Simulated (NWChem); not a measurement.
# Correlation energy of Si (-1)

SMILES: [Si-]
```xyz
1

Si     0.0000     0.0000     0.0000
```
Charge -1, spin multiplicity 4.

The numbers come from NWChem runs, not from measurements.

Basis set: def2-TZVPD. Each correlation energy counts from its own Hartree-Fock reference.

The correlated methods keep 5 core orbitals frozen. No SCF solution was tested for a lower state. Open-shell Hartree-Fock references start from PBE0 orbitals. Coupled-cluster values serve here as a point of comparison, not as the truth.

### Question
One of these methods gave a correlation energy of -73.6 mHa. Which?
A. UMP2
B. CCSD[T] on UHF
C. CCSD on UHF
D. SCS-UMP2

### Answer
A, UMP2. The others give -70.4 (SCS-UMP2), -90.1 (CCSD on UHF), -94.3 (CCSD[T] on UHF).
